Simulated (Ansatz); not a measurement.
in.yaml

```yaml
crystal:
  periodic: [false, false, false]
  atoms:
    - {symbol: C, position_ang: [-1.930323, 0.038195, -0.000001]}
    - {symbol: H, position_ang: [-2.293529, 1.065495, 0.000000]}
    - {symbol: H, position_ang: [-2.293529, -0.475456, 0.889668]}
    - {symbol: H, position_ang: [-2.293529, -0.475456, -0.889669]}
    - {symbol: H, position_ang: [-0.569323, 0.038195, 0.000000]}
    - {symbol: Si, position_ang: [0.978677, 0.038195, 0.000000]}
    - {symbol: H, position_ang: [1.590857, -0.836090, 1.090013]}
    - {symbol: H, position_ang: [1.590857, -0.836089, -1.090012]}
basis:
  gaussian: {orbitals: cc-pVDZ}
correlation: {method: sc_nevpt2, electrons: outside_noble_gas, active_space: {window: {electrons: 8, orbitals: 8}}}
```

```sh
$ ansatz run in.yaml --threads 1 --pin off --events-out ev --progress --plain --max-ram 2393MiB
```

Log:

```
574 factors; integrals over basis functions are off by at most 1.2e-3 eV
mean field evaluation 1: about -8982.0225 eV, gradient 2.0e1 eV
mean field evaluation 2: about -8982.0237 eV, gradient 2.0e1 eV
mean field evaluation 4: about -8983.5252 eV, gradient 2.4e0 eV
mean field evaluation 8: about -8983.6012 eV, gradient 1.4e-1 eV
mean field -8983.60175840 eV, -330.1412753174 hartree, gradient 1.7e-6 eV, S^2 0.000000; 0 other end points of the search recorded, 0 dependent functions left out; unrestricted orbitals would lower it
reference -8983.60175840 eV, -330.1412753174 hartree; 13, 13 occupied and 49, 49 virtual orbitals, 574 factors
state -8986.08157328 eV, -330.2324068333 hartree
state -8986.08157328 eV, -330.2324068333 hartree; corrected -8990.99636576 eV, -330.4130221253 hartree
state -8985.93928784 eV, -330.2271779398 hartree
state -8985.93928784 eV, -330.2271779398 hartree; corrected -8991.01099997 eV, -330.4135599228 hartree
state -8985.93928784 eV, -330.2271779398 hartree; corrected -8991.01099997 eV, -330.4135599228 hartree
state -8985.57321976 eV, -330.2137251861 hartree
state -8985.57321976 eV, -330.2137251861 hartree; corrected -8991.12224538 eV, -330.4176481160 hartree
state -8985.57321976 eV, -330.2137251861 hartree; corrected -8991.12224538 eV, -330.4176481160 hartree
the orbitals are reached from a further start. From the first start the search ends at -8986.08155896 eV, -330.2324063069 hartree
WARN: the results are in doubt because another end's mean lies 0.508 eV lower, and its corrected mean 0.126 eV higher
Total energy: -8991.12224538 eV, -330.4176481160 hartree
In doubt: another end's mean lies 0.508 eV lower, and its corrected mean 0.126 eV higher
```

Natural occupations: 1.9819 1.9804 1.9738 1.8900 0.1087 0.0235 0.0225 0.0191.

Ran on 1 thread of Intel Xeon Platinum 8259CL, shared host: 30 s wall, 0.21 GiB peak host memory.
